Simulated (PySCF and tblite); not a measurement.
Values are calculated unless marked as measured or tabulated.
Allyl Fluoride, C3H5F, numbered as in [CH2:1]=[CH:2][CH2:3][F:4].

First level. Search: ETKDG and KDG, MMFF94s, GFN2-xTB, 60 starts; geometries at GFN2-xTB. Weights use PBE0-D3(BJ)/def2-TZVP (IEF-PCM, chloroform) energies plus GFN2-xTB zero-point and thermal terms (modes under about 200 cm⁻¹ blended into free rotors). Symmetry numbers and mirror images are counted. Conformers within 2 kcal/mol (GFN2-xTB free energy) were kept, 10 at most. GIAO shieldings: mPW1PW91/pcSseg-1 (IEF-PCM, chloroform). Shifts are against TMS (¹H), TMS (¹³C) at the same level; of two unlike H on one atom, a is the less shielded. Codes: tblite and PySCF.

It gives, at 298.15 K, with 2 conformers (largest weight 58 %): ¹H: 6.34 (H2, 1H), 5.71 (H1a, 1H), 5.61 (H1b, 1H), 5.45 (H3, 2H) ppm. ¹³C: 145.1 (C2), 120.7 (C1), 88.6 (C3) ppm.

Second level: GFN2-xTB geometries, energies BLYP-D3(BJ)/6-311G** (IEF-PCM, dichloromethane), shieldings wB97X/pcSseg-1 (IEF-PCM, dichloromethane), on up to 4 of the same conformers.

**Question.** How do the averaged shifts change?

**Answer.** 
| signal | first | second | change (ppm) |
| --- | --- | --- | --- |
| H1a | 5.71 | 5.77 | 0.05 |
| H1b | 5.61 | 5.64 | 0.03 |
| H2 | 6.34 | 6.33 | -0.01 |
| H3 | 5.45 | 5.42 | -0.02 |
| C1 | 120.7 | 121.1 | 0.4 |
| C2 | 145.1 | 145.8 | 0.7 |
| C3 | 88.6 | 87.9 | -0.7 |

The largest weight becomes 72 %.

The minima are those of GFN2-xTB; planar forms about aryl–S or allylic bonds may be saddles in DFT. Shifts are unscaled: against experiment ¹³C can be off by 15 ppm or more and ¹H by 0.8 ppm.
